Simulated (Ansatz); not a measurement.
# CH3BS: the cost of one run

Computed with Ansatz 0.2.0 (the levels named in each step, unless a step's input says otherwise).

### 1 The starting structure

Bond lengths: C1–B2 1.539 Å, B2–S3 1.601 Å, C1–H4 1.089 Å, C1–H5 1.090 Å, C1–H6 1.089 Å. Angles: C1–B2–S3 180.0°, B2–C1–H4 111.6°, B2–C1–H5 111.5°, B2–C1–H6 111.6°, H4–C1–H5 107.3°, H4–C1–H6 107.3°, H5–C1–H6 107.3°.

Structure file:

```xyz
6

C    -2.0036    0.0466    0.0444
B    -0.4657    0.0108    0.0106
S     1.1342   -0.0264   -0.0253
H    -2.4358   -0.7899   -0.5034
H    -2.3826   -0.0037    1.0646
H    -2.3927    0.9615   -0.4009
```

### 2 A rough first relaxation, PBE-D4/def2-SVP

This run stands in another session on the same molecule. It ended at:

```xyz
6

C    -2.0094    0.0468    0.0447
B    -0.4757    0.0111    0.0107
S     1.1495   -0.0268   -0.0256
H    -2.4364   -0.8099   -0.5166
H    -2.3821   -0.0051    1.0886
H    -2.3923    0.9829   -0.4117
```

### 3 Relaxation, B2PLYP/def2-TZVPP

input.yaml

```yaml
crystal:
  periodic: [false, false, false]
  atoms:
    - { symbol: C, position_ang: [-2.00940115, 0.04677247, 0.04467796] }
    - { symbol: B, position_ang: [-0.47566832, 0.01105186, 0.01067505] }
    - { symbol: S, position_ang: [1.14951329, -0.0267648, -0.02555289] }
    - { symbol: H, position_ang: [-2.43636747, -0.80990958, -0.51660738] }
    - { symbol: H, position_ang: [-2.38206684, -0.00513347, 1.08855793] }
    - { symbol: H, position_ang: [-2.39225951, 0.98292351, -0.41171068] }
basis:
  gaussian: { orbitals: def2-TZVPP }
hamiltonian:
  xc: { name: B2PLYP }
relax:
  f_tol: 0.002
  max_steps: 150
```

Run with:

```
$ ansatz run input.yaml --threads 4 --pin off --max-ram 10240MiB --backend cpu --events-out ev --progress --plain --runs-dir out
```

What time and memory should one allow on 4 threads of Intel Xeon 6975P-C (Granite Rapids), shared host?

About 11 s, with a peak of 0.52 GiB.
